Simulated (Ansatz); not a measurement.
# CHBSi+ (doublet): wave-function methods side by side, def2-QZVPP

An exercise on one series of results from a longer session: the logs are not shown, and one member is left open.

The runs use Ansatz 0.2.0, Gaussian basis; def2-QZVPP, core rule «outside noble gas», up to 7 orbitals frozen.

Plan: UHF; ROHF; CCSD(T) on UHF.

2 further runs of the same task are left out: 2 set aside as unsound or not needed.

### What is computed

The geometry is a PBE0/def2-TZVP stationary point (not a proven minimum) of the parent state, kept for this charge and spin.

4 atoms, charge 1, spin multiplicity 2.

Atoms are counted from 1 here; the program's logs count them from 0.

Bond lengths: B1–C2 1.470 Å, B1–Si3 2.018 Å, C2–Si3 1.745 Å, C2–H4 1.084 Å. Angles: C2–B1–Si3 57.5°, B1–C2–Si3 77.2°, B1–C2–H4 130.2°, Si3–C2–H4 152.6°, B1–Si3–C2 45.3°.

Set-up of the first run:

in.yaml reads:

```yaml
crystal:
  periodic: [false, false, false]
  atoms:
    - {symbol: B, position_ang: [0.000000, -0.905839, 0.967609]}
    - {symbol: C, position_ang: [0.000000, 0.561227, 0.868427]}
    - {symbol: Si, position_ang: [0.000000, 0.061485, -0.802988]}
    - {symbol: H, position_ang: [0.000000, 1.315005, 1.647998]}
basis:
  gaussian: {orbitals: "def2-QZVPP.json"}
total_charge: 1
magnetization: {spin_polarized: true, initial_magnetization: 1}
hamiltonian: {xc: hf}
output: {orbitals: {seedname: orbitals}}
```

Started as:

```
> ansatz run in.yaml --threads 1 --pin off --events-out ev --progress --plain --max-ram 2393MiB
```

Steps of the session up to this table: UHF; ROHF; CCSD(T) on UHF.

One of the session's tables, all rows but one given; the rest of the session is left out.

It belongs to the step «Misses and costs». 

```
  method  from UCCSD(T) (meV)
    ROHF             +10018.2
     UHF              +9716.2
    UMP2              +1342.5
   UCCSD                    ?
UCCSD(T)                    0
```

Q: Estimate the row for UCCSD from the others.

The run gave: from UCCSD(T) (meV): +630.7. In the column «from UCCSD(T) (meV)» it lies between UCCSD(T) (0) and UMP2 (+1342.5).
